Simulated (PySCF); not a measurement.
Species: C₄H₅FO.
Geometry (GFN2-xTB, Å), atoms numbered from 1 in this order:
```xyz
11
C4H5FO angstrom
C     -1.7594    0.1190   -0.1026
C     -0.3103    0.3821   -0.2551
C      0.6735   -0.3697    0.2469
F      0.4010   -1.4838    0.9682
C      2.1009   -0.0946    0.0873
O      2.5530    0.8436   -0.5179
H     -2.2399    0.9689    0.3811
H     -1.9363   -0.7781    0.4845
H     -2.2180    0.0042   -1.0842
H     -0.0050    1.2533   -0.8173
H      2.7460   -0.8424    0.5831
```

Theory: PBE0/pcSseg-1 in PySCF (dipole) on a GFN2-xTB geometry, gas phase.

Take the most abundant isotopes and a rigid rotor. The values belong to one conformer with, in the numbering `[CH3:1]/[CH:2]=[C:3](\[F:4])[CH:5]=[O:6]`, C2–C3–C5–O6 0°.

**Question.** What are A, B and C (GHz)?

**Answer.** Ia = 80.03, Ib = 198.78, Ic = 275.71 u·Å²; 505379 MHz·u·Å²/I gives 6315, 2542 and 1833 MHz, that is A = 6.3149, B = 2.5424, C = 1.8330 GHz.

**Question.** What kind of rotor is it?

**Answer.** An asymmetric top. Ray's parameter κ = (2B − A − C)/(A − C) = -0.683; −1 is the prolate and +1 the oblate limit.

**Question.** Is it planar, by Δ = Ic − Ia − Ib?

**Answer.** Not planar: Δ = Ic − Ia − Ib = -3.10 u·Å². For a rigid frame Δ = −2 Σ m c², so Σ m c² = 1.55 u·Å² lies off the ab plane, practically all of it from hydrogen. The atom farthest from that plane is 0.88 Å away.

**Question.** Give the other two planar moments, Paa and Pbb, and the rms extents of the mass along the axes.

**Answer.** Paa = Σ m a² = (Ib + Ic − Ia)/2 = 197.23 and Pbb = Σ m b² = (Ia + Ic − Ib)/2 = 78.48 u·Å². With the mass M = 88.03 u, the rms extents √(P/M) along a, b and c are 1.50, 0.94, 0.13 Å.

**Question.** Which lines would a microwave search look for?

**Answer.** The dipole components are |μa| = 2.28 D, |μb| = 0.01 D, |μc| = 0.00 D; the mirror of this Cs structure is the ab plane, so μc vanishes by symmetry and there are no c-type lines. The squared components, which scale the intensities, stand as 1.00 : 0.00 (a : b). Some lines, for components of 0.1 D or more:

```tsv
type	branch	J(Ka,Kc)	MHz	lower level (cm⁻¹)
a	Q	3(2,1) ← 3(2,2)	445	1.426
a	Q	1(1,0) ← 1(1,1)	709	0.272
a	Q	2(1,1) ← 2(1,2)	2128	0.540
a	Q	3(1,2) ← 3(1,3)	4249	0.941
a	R	1(0,1) ← 0(0,0)	4375	0.000
a	R	2(1,2) ← 1(1,1)	8041	0.272
a	R	2(0,2) ← 1(0,1)	8660	0.146
a	R	2(1,1) ← 1(1,0)	9460	0.295
a	R	3(1,3) ← 2(1,2)	12008	0.540
a	R	3(0,3) ← 2(0,2)	12772	0.435
a	R	3(2,2) ← 2(2,1)	13126	0.989
a	R	3(2,1) ← 2(2,0)	13480	0.992
a	R	3(1,2) ← 2(1,1)	14129	0.611
```

No frequency check. Constants of a rigid frame at the computed geometry: no zero-point averaging, no centrifugal distortion. A rigid rotor knows nothing of internal rotation, which can split or shift real lines.
